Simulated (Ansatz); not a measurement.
Compare A (`C#CCOC`) with its isomer B (`C1=CCOC1`).

Computed with Ansatz on PBE0-D4/def2-TZVP structures; ΔE is electronic, products minus reactants. CBS: MP2 limit from def2 TZ/QZ plus the TZ coupled-cluster correction, frozen cores. Functionals use def2-TZVPP. B3LYP here is the variant with VWN-RPA as its local correlation; programs differ in this. One conformer a species, not always the lowest.

Question: Which is lower in electronic energy at CCSD(T)/CBS, and by how much? (Estimate.)

Answer: Ansatz gave: B, by 141.2 kJ/mol.

Question: Give E(B) − E(A) in kJ/mol with r2SCAN-D4, PBE0-D4, CCSD(T)/def2-TZVPP, MP2/def2-TZVPP, B3LYP, BLYP-D4, LDA (SPW92). (Estimate.)

Answer: The calculation gave: r2SCAN-D4 -153.2, PBE0-D4 -164.1, CCSD(T)/def2-TZVPP -140.5, MP2/def2-TZVPP -137.2, B3LYP -133.2, BLYP-D4 -128.5, LDA (SPW92) -178.4. None reverses the order clearly.

Question: Does the order hold for the free energy at 298.15 K (harmonic terms from PBE0-D4)? (An estimate is asked.)

Answer: Computed: Yes: G(B) − G(A) = -126.4 kJ/mol, for one conformer each.

Largest T1 diagnostic: 0.011.

From BLYP to BHLYP (50 % exact exchange), in def2-TZVPP and without D4, E(B) − E(A) moves by −23.3 kJ/mol. Leaving LDA and LC-ωPBE aside and taking each functional with its dispersion term where it has one, the values, not all of them listed here, spread over 35.6 kJ/mol, from HSE06-D4 to BLYP-D4. LDA lies −27.7 kJ/mol from PBE without D4.
